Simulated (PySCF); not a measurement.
# Electronic absorption of metal hydrosulfide

Metal hydrosulfide, HNaS.
Z-matrix (Å and degrees, PBE0-D3(BJ)/def2-SVP geometry), rows numbered from 1:
```
Na
S   1  2.4729
H   2  1.3522  1   94.38
```

Method: TDDFT B3LYP/def2-SVPD, vertical, gas phase, core orbitals frozen in the response (PySCF 2.14.0, density-fitted response routines).

Question: Predict the UV-vis stick spectrum at this level.

Answer: 

```csv
state,E (eV),λ (nm),ν̃ (cm⁻¹),f,|μ| (D),symmetry,"main configurations (H = HOMO, L = LUMO)"
S1,2.34,529.6,18880,0.012,1.15,A″,H→L (100%)
S2,3.20,388.0,25770,0.153,3.55,A′,H-1→L (96%)
S3,4.11,301.8,33130,0.0008,0.23,–,H→L+1 (99%)
S4,4.37,283.8,35230,0.060,1.91,A′,H→L+2 (95%)
S5,4.50,275.3,36320,0.052,1.75,A″,H→L+3 (94%)
S6,4.62,268.2,37290,0.064,1.90,A′,H-1→L+1 (98%)
S7,4.74,261.7,38220,0.078,2.08,A″,H-1→L+2 (96%)
S8,5.01,247.3,40440,0.024,1.11,A′,H-1→L+3 (97%)
S9,5.58,222.2,45000,0.0021,0.31,A″,H→L+4 (94%)
S10,6.02,205.9,48560,0.0091,0.63,A″,H→L+5 (93%)
```

Triplets (Tamm–Dancoff): T1 2.24 eV, H→L (99%); T2 2.69 eV, H-1→L (99%); T3 4.11 eV, H→L+1 (99%); T4 4.17 eV, H→L+2 (98%).

The lowest singlet comes at 530 nm (226 kJ/mol) in the visible; it is weak; its leading configuration is HOMO→LUMO (100%). The most intense listed level is S2 at 3.20 eV (388 nm, f = 0.153), 0.85 eV above S1. Löwdin shares by element: HOMO sulfur 85%, hydrogen 9%, sodium 6%; LUMO sodium 87%, sulfur 12%. The listed states span 3.68 eV, and the widest gap between neighbours is 0.91 eV (S2 to S3). Of the 10 states listed, 7 reach f = 0.01 and none stays under 0.0005. Weighted by f, the mean energy of these states is 4.11 eV. 2 computed singlets (S1 to S2) lie in the visible range (380 to 750 nm), the largest f among them at 388 nm, f = 0.153; light of that wavelength is violet, and its complementary colour is yellow-green; a Tamm–Dancoff triplet lies at 553 nm, without intensity as long as spin–orbit coupling is left out. All these states lie below the vertical ionisation energy of 7.67 eV (ΔSCF). Symmetry labels in Cs follow from the direction of the transition dipole and are given only for states with f of 0.002 or more. The window holds the lowest 10 singlets.
